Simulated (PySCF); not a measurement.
## Computed NMR parameters against published values

Numbering as in the mapped SMILES `[OH:1][OH:2]`. Each H is labelled by its parent atom.

Measured values that the calculation should reproduce: δ 17O O1/O2 210.1 ppm (measured; solution, H2O; L. Olsson, D. Cremer, J. Phys. Chem. 100 (1996) 16881).
δ 17O O1/O2 210.1 ppm (measured; water; Olsson, Cremer, J. Phys. Chem. 1996, 100, 16881).

PySCF 2.14.0 with density-fitted response routines calculation with PBE0-D3(BJ)/def2-SVP structure and NMR shieldings at B97-2/pcSseg-2/GIAO; in vacuum, rapidly exchanging positions averaged, a single conformation, non-relativistic.

(1) Set the calculated values beside the experiment.

(2) How far are the unscaled 17O shifts from the references?

Results:

(1) 
Reference values: measured (solution, H2O; L. Olsson, D. Cremer, J. Phys. Chem. 100 (1996) 16881).
```
atoms              quantity  reference  computed
O1/O2  δ 17O vs gaseous H2O      210.1     193.1
```

Reference values: measured (water; Olsson, Cremer, J. Phys. Chem. 1996, 100, 16881).
```json
{"atoms": "O1/O2", "quantity": "δ 17O vs H2O (gas)", "reference": "210.1", "computed": "193.1"}
```

Computed shifts are σ(ref) − σ with the named reference compound (TMS for H and C) calculated as an isolated molecule at the same level.

(2) Mean signed difference -17.00 ppm, mean absolute 17.00 ppm over 2 comparisons; the largest is -17.0 ppm at O1/O2 (oxygen bonded to O, H).

2 of the 3 published NMR values on file for this molecule are compared.
